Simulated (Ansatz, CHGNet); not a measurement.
For 2H MoSe2, the machine-learned potential CHGNet 0.3.0 (trained on PBE and PBE+U data) gives:

| Property | Value |
|---|---|
| equilibrium lattice constant a | 3.325 Å |
| c axis length | 17.973 Å |

Problem. What does PBE0 (plane waves, PAW; Ansatz, an electronic-structure program) give for the same quantities?

Solution. 
- lattice constant a: 3.281 Å (falls by 1.3 %)
- lattice parameter c: 14.605 Å (shrinks by 19 %)

For comparison: lattice constant a 3.289 Å (measured, 300 K, no zero-point or thermal correction; as tabulated in arXiv:1605.07067); lattice parameter c 12.927 Å (measured, 300 K, not corrected to a static lattice; as tabulated in arXiv:1605.07067).

Changes are worked out from the printed values.

Unless a cell is named, each level is at its own relaxed cell (CHGNet 0.3.0 28.68, PBE0 22.69 Å³/atom).

The crystal itself was run without spin with PBE0; a magnetic state was not tried in these runs.

Caveats: the cell comes from a level without a dispersion term, which matters for the spacing of layers, chains or molecules (PBE0); the cell has another shape than the first-principles one, perhaps another minimum in the same group (CHGNet 0.3.0); the cell moved over 20 % in volume from its start (CHGNet 0.3.0). Ansatz's density-functional and Hartree–Fock values are scalar-relativistic unless marked +SOC, with PAW data made under PBE.
